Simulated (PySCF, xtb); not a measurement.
ammonia (H₃N), SMILES N.

GFN2-xTB in xtb at its own geometry gives an orbital gap of 12.23 eV and a dipole moment of 1.78 D.

Coordinates come from a PBE-D3(BJ)/def2-TZVPD optimisation.

### Question
What does PySCF with B3LYP/def2-TZVPD give? (An estimate is asked for; the answer gives what the named calculation found.)

### Answer
gap 7.49 eV (levels -7.50 and -0.02 eV), dipole 1.53 D.
